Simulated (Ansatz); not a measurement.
Geometry optimisation, RKS BLYP-D4/def2-SVP in Ansatz 0.2.0.

The input (input.yaml):

```yaml
crystal:
  periodic: [false, false, false]
  atoms:
    - { symbol: Al, position_ang: [0.025509, 0.556794, -0.325315] }
    - { symbol: H, position_ang: [0.056981, -0.228007, 2.323991] }
    - { symbol: "N", position_ang: [1.633893, 0.049038, -0.907318] }
    - { symbol: H, position_ang: [1.812528, -0.773971, -1.488032] }
    - { symbol: H, position_ang: [2.500889, 0.582923, -0.782146] }
    - { symbol: H, position_ang: [-1.285253, -0.246719, -0.673462] }
    - { symbol: O, position_ang: [-0.145555, 2.053915, 0.584379] }
    - { symbol: H, position_ang: [0.641578, 2.519538, 0.919941] }
    - { symbol: H, position_ang: [-0.05327, 0.454489, 2.115662] }
basis:
  gaussian: { orbitals: def2-SVP }
hamiltonian:
  xc: blyp
  dispersion: d4
relax:
  f_tol: 0.03
  max_steps: 50
```

Launched with:

```bash
$ ansatz run input.yaml --threads 1 --pin off --max-ram 2048MiB --backend cpu --events-out ev --progress --plain --runs-dir out
```

Q: Where does it end, and by what steps?

A: The forces met the threshold. The force dipped under the threshold on the way, but the program's further checks kept it going. After 14 steps the energy has fallen by 0.119 eV; H2 moved furthest, 1.11 Å.

```json
{"step": "0", "energy less start (eV)": "0.0000", "largest force component (eV/Å)": "1.818", "accepted": "yes"}
{"step": "1", "energy less start (eV)": "-0.0810", "largest force component (eV/Å)": "0.404", "accepted": "yes"}
{"step": "2", "energy less start (eV)": "-0.0940", "largest force component (eV/Å)": "0.226", "accepted": "yes"}
{"step": "3", "energy less start (eV)": "-0.0982", "largest force component (eV/Å)": "0.190", "accepted": "yes"}
{"step": "4", "energy less start (eV)": "-0.1016", "largest force component (eV/Å)": "0.234", "accepted": "yes"}
{"step": "5", "energy less start (eV)": "-0.1048", "largest force component (eV/Å)": "0.300", "accepted": "yes"}
{"step": "6", "energy less start (eV)": "-0.1080", "largest force component (eV/Å)": "0.260", "accepted": "yes"}
{"step": "7", "energy less start (eV)": "-0.1133", "largest force component (eV/Å)": "0.027", "accepted": "yes"}
{"step": "8", "energy less start (eV)": "-0.1148", "largest force component (eV/Å)": "0.167", "accepted": "yes"}
{"step": "9", "energy less start (eV)": "-0.1161", "largest force component (eV/Å)": "0.122", "accepted": "yes"}
{"step": "10", "energy less start (eV)": "-0.1174", "largest force component (eV/Å)": "0.042", "accepted": "yes"}
{"step": "11", "energy less start (eV)": "-0.1179", "largest force component (eV/Å)": "0.010", "accepted": "yes"}
{"step": "12", "energy less start (eV)": "-0.1184", "largest force component (eV/Å)": "0.027", "accepted": "yes"}
{"step": "13", "energy less start (eV)": "-0.1185", "largest force component (eV/Å)": "0.032", "accepted": "yes"}
{"step": "14", "energy less start (eV)": "-0.1186", "largest force component (eV/Å)": "0.021", "accepted": "yes"}
```

```xyz
9
Properties=species:S:1:pos:R:3
Al 0.095 0.537 -0.620
H -0.123 0.116 3.365
N 1.712 0.100 -1.236
H 1.867 -0.609 -1.959
H 2.612 0.491 -0.943
H -1.201 -0.158 -1.193
O -0.137 1.724 0.613
H 0.561 2.255 1.031
H -0.200 0.511 2.709
```

Whether the end is a true minimum wasn't checked by a vibrational analysis.

Time of the run: 49 s on 1 thread of Arm Neoverse N1, on a shared host, peak memory 0.14 GiB.
